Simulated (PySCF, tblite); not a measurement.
**ClH4PSi+ (doublet): geometry, infrared bands and EPR parameters**

Wanted: the infrared bands and EPR parameters of ClH4PSi+ (doublet) (`[PH2+][SiH2]Cl`), by calculation.

Programs: tblite 0.8.0 and PySCF 2.14.0, with density-fitted response routines of our own. Each step states its level of theory. These are calculated values for one molecule in the gas phase, unless marked as measured. Atoms are numbered from 0 throughout.

## 1. The starting structure

7 atoms, charge 1, multiplicity 2; geometry from: force field or distance geometry start.

Bonds of the start (Å): P0–Si1 2.23, Si1–Cl2 2.07, P0–H3 1.45, P0–H4 1.46, Si1–H5 1.46, Si1–H6 1.47.

## 2. Optimising the geometry with GFN2-xTB

Job settings and geometry (Å):

```
{"job": {"kind": "relax", "xc": "GFN2-xTB", "basis": "xTB"}, "charge": 1, "multiplicity": 2}
P      1.318500    -0.328300     0.366600
Si    -0.883000    -0.148600     0.049000
Cl    -1.266900     1.835100    -0.410700
H      1.996100    -0.819800    -0.811400
H      1.778900     1.036600     0.605800
H     -1.347100    -0.961100    -1.075900
H     -1.593200    -0.609000     1.249400
```

Started as:

```sh
$ OMP_NUM_THREADS=1 python probes_run.py task.json out
```

This one command runs all jobs of the session in turn.

**Question.** This job is followed by: GFN2-xTB harmonic vibrations, gas phase; UKS B3LYP, pcH-1 on Cl H P Si, non-relativistic, mean-field spin-orbit, GIAO. Predict these results of the whole session: strongest single infrared mode (GFN2-xTB); zero-point energy (GFN2-xTB); g(iso) (B3LYP); ⟨S²⟩; largest a(iso) (averaged by class).

**Answer**, as computed:

| quantity | value |
| --- | --- |
| strongest single infrared mode (GFN2-xTB) | 660 cm⁻¹, 285 km/mol |
| zero-point energy (GFN2-xTB) | 20.3 kcal/mol |
| g(iso) (B3LYP) | 2.00929 |
| ⟨S²⟩ | 0.753 (exact 0.75) |
| largest a(iso) (averaged by class) | 31P on P0, 659.3 MHz |

What this shows: The optimisation took 30 steps and gained 0.359 eV; among the close pairs (by a distance rule), P0–Si1 changed most, from 2.232 to 2.415 Å. The lowest mode is slightly imaginary (17i cm⁻¹), a soft motion within the noise of the Hessian, so the minimum is not strictly shown. The strongest single mode, at 660 cm⁻¹, moves mainly H6 and H5. Unscaled tight-binding wavenumbers are off by several per cent, some by more. Its intensities can rank the bands wrongly. Most of the unpaired spin sits on P0 (0.94 e). The isotropic g lies 7.0 ppt above the free-electron value. These values are for one conformer; the search (at its own cheap level) found 1 more, at 0.19 kcal/mol, and measured spectra average over such forms.
